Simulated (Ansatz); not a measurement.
# GeF2: geometry, orbitals and charge

What does GeF2 look like as a singlet, and where do its frontier electrons sit?

The runs use Ansatz 0.2.0, Gaussian basis; RKS PBE0-D4/def2-TZVP.

Plan: relaxation at PBE-D4/def2-TZVP; a single point at PBE0-D4/def2-TZVP.

## (1) Starting geometry

3 atoms, charge 0, spin multiplicity 1.

Atoms are counted from 1 here; the program's logs count them from 0.

Bond lengths: Ge1–F2 1.800 Å, Ge1–F3 1.798 Å. Angles: F2–Ge1–F3 94.7°.

Geometry (Å):

```xyz
3

Ge    0.00450   -0.00792   -0.81234
F     1.32081   -0.01875    0.41514
F    -1.32532    0.02667    0.39720
```

The start is a GFN2-xTB geometry.

## (2) Optimising with PBE-D4/def2-TZVP

File in.yaml:

```yaml
crystal:
  periodic: [false, false, false]
  atoms:
    - {symbol: Ge, position_ang: [0.004500, -0.007920, -0.812340]}
    - {symbol: F, position_ang: [1.320810, -0.018750, 0.415140]}
    - {symbol: F, position_ang: [-1.325320, 0.026670, 0.397200]}
basis:
  gaussian: {orbitals: def2-TZVP}
hamiltonian: {xc: pbe, dispersion: d4}
scf: {lower_state_search: "off"}
output: {orbitals: {seedname: orbitals}}
relax: {f_tol: 0.02, max_steps: 100}
```

Started as:

```
ansatz run in.yaml --threads 4 --pin off --events-out ev --progress --plain --max-ram 3916MiB
```

After this run come: Single point, PBE0-D4/def2-TZVP.

Before running them: what should the planned runs give, taken together? Wanted: point group; commonest bond; HOMO, LUMO at PBE0-D4/def2-TZVP; dipole at PBE-D4/def2-TZVP.

**Answer**, as computed:

| quantity | value |
| --- | --- |
| point group | C2v |
| commonest bond | F–Ge, 2 of mean length 1.772 Å |
| HOMO, LUMO at PBE0-D4/def2-TZVP | -9.03, -2.70 eV |
| dipole at PBE-D4/def2-TZVP | 2.46 D |

In words: The molecule keeps its bonding pattern by the stored test; the atoms moved 0.03 Å (rms). No usable vibrations, so a minimum isn't proven. The HOMO lies nearest to Ge1 64 %; F2, F3 about 18 % each and the LUMO to Ge1 81 %; F2, F3 about 10 % each.
